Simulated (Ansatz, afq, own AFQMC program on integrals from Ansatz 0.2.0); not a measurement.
**Where AFQMC and coupled cluster stand for SiGeH4, singlet**

```yaml
atoms:
  - { symbol: Si, position_ang: [-0.0007, -0.0931, 1.7691] }
  - { symbol: Ge, position_ang: [-0.0001, 0.0132, -0.6582] }
  - { symbol: H, position_ang: [0.0020, 1.4326, 1.8041] }
  - { symbol: H, position_ang: [-0.0315, -1.3611, -1.3540] }
  - { symbol: H, position_ang: [1.2699, 0.7478, -1.1427] }
  - { symbol: H, position_ang: [-1.2124, 0.8215, -1.1701] }
```

Connectivity, by distances: SiH–GeH3.

Basis 6-31G. Only valence electrons are correlated. AFQMC by an in-house program on the Cholesky factors that Ansatz 0.2.0 writes for its CCSD(T) run. ph-AFQMC/CISD is guided by a CISD state made of CCSD amplitudes; releasing the constraint for a short imaginary time cuts its bias at the price of noise, slowly where states lie close. Uncertainties: one standard error, sampling alone. No spin–orbit coupling.

Determinant: RHF, the one that the program's search chose, which needn't be the lowest solution. The geometry is a point of a scan.

No full CI on the walks' own integrals is used here. The released AFQMC energy serves as the reference, which it does only where one determinant dominates, the energy is flat over the last release times and near the phaseless one (40 meV or 2 meV an electron, half that with transition metals). On small molecules, where full CI could be run and the noise was under 10 meV, such values lay within 10 meV of it in 19 cases of 20, a flattering rate, since the rule was set on those same cases; what remains of the bias isn't in the error bar.

Cautions: no relativity below Rb; no spin-orbit coupling; inner d shell frozen; higher spins were not checked; restricted determinant unstable towards unrestricted (UHF 75 meV lower, ⟨S²⟩ 0.38); the released value is read at 2.40 1/Eh (meV from the phaseless value at times in 1/Eh: 4 ± 6 at 0.24, 4 ± 5 at 0.51, 0 ± 5 at 0.99, 0 ± 4 at 1.62, 2 ± 5 at 2.40).

```
T1 diagnostic                               : 0.0124
weight of the determinant in the CISD state : 0.889
size of the correlated space                : 12 electrons in 31 orbitals
```

Reference: AFQMC with the constraint released, correlation energy -3.665 ± 0.005 eV.

```json
{"level": "HF", "E − E(reference) (kcal/mol)": "84.51 ± 0.11", "share of correlation (%)": "0.00"}
{"level": "MP2", "E − E(reference) (kcal/mol)": "24.29 ± 0.11", "share of correlation (%)": "71.26"}
{"level": "CCSD", "E − E(reference) (kcal/mol)": "1.82 ± 0.11", "share of correlation (%)": "97.84"}
{"level": "CCSD(T)", "E − E(reference) (kcal/mol)": "0.44 ± 0.11", "share of correlation (%)": "99.48"}
{"level": "ph-AFQMC/CISD", "E − E(reference) (kcal/mol)": "-0.05 ± 0.16", "share of correlation (%)": "100.06"}
```

Released energies are given only where the last usable release times agree within the noise; a slower fall can still hide under it.
